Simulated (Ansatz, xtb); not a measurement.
Species: C2H6N (charge -1, singlet). It need not be the lowest isomer of its formula. Whether it binds its extra electron was not tested at this geometry. 
Geometry from a B3LYP-D3(BJ)/def2-TZVP (Ansatz, a quantum-chemistry and plane-wave program) optimisation:
```
C
H 1 1.1051
N 1 1.4813 2 106.17
H 3 1.0154 1 108.88 2 166.40
H 3 1.0455 4 103.76 1 -118.97
C 1 1.5135 2 107.21 3 -118.35
H 6 1.1007 1 111.78 2 -52.32
H 6 1.1026 7 106.49 1 123.54
H 6 1.1379 7 106.53 8 110.72
```
Charge -1, spin multiplicity 1.

Harmonic wavenumbers from GFN2-xTB (xtb, at its own minimum), cm⁻¹: 254, 346, 399, 797, 891, 914, 978, 992, 1114, 1239, 1351, 1391, 1524, 1542, 1621, 2406, 2468, 2820, 2883, 2897, 3255.

### Question
Give the harmonic wavenumbers at B3LYP-D3(BJ)/def2-TZVP (Ansatz, finite differences of forces, unscaled).

### Answer
311, 382, 406, 757, 860, 901, 1017, 1030, 1093, 1201, 1352, 1371, 1436, 1478, 1614, 2520, 2866, 2902, 2965, 2989, 3440 cm⁻¹. Zero-point energy 47.0 kcal/mol.

### Question
From these and the geometry, give the ideal-gas thermochemistry at 298.15 K and 1 atm (rigid rotor, harmonic oscillator).

### Answer
Point group C1, rotational symmetry number 1. Rotational constants 34.91, 9.313, 8.196 GHz. S(trans) 37.28, S(rot) 22.32, S(vib) 4.23, S(elec, spin only) 0.00, S 63.8 cal/(mol K). H(298) - H(0) 3.24 kcal/mol; G - E(el) 31.2 kcal/mol.
